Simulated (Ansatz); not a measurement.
`[BH3-][NH3+]`, charge 0, multiplicity 1.

(1) Give a relaxed structure at PBE0-D4/def2-TZVP (Ansatz). (Estimate.)

Answers

(1) Ansatz gave: 
```xyz
8

B     0.728    0.244   -0.330
N    -0.700   -0.234    0.317
H     0.565    1.404   -0.641
H     1.545    0.094    0.553
H     0.908   -0.487   -1.280
H    -0.658   -1.205    0.609
H    -1.452   -0.142   -0.358
H    -0.936    0.328    1.129
```
Point group C3v.
